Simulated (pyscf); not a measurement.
Structures and frequencies: ωB97X-D3(BJ)/def2-SVP in PySCF.

Problem. `[SiH3][SeH]` + `[H][H]` → `[SeH2]` + `[SiH4]`
Surface: singlet. Broken: Se–Si, H–H. Formed: H–Se, H–Si. Give ΔE‡ and ΔE from HF/def2-TZVP, relative to the separated reactants.

Solution. ΔE‡ = 304.8 kJ/mol, ΔE = +17.9 kJ/mol. ωB97M-D3(BJ)/def2-TZVP gives 238.0 kJ/mol and +33.4 kJ/mol. Zero-point energy shifts the barrier by +7.5 kJ/mol. It is a four-centre exchange, with an imaginary mode of 1380i cm⁻¹. One saddle was located; it need not be the lowest between these sides. Elements up to Kr have no core potential and no relativistic terms here.
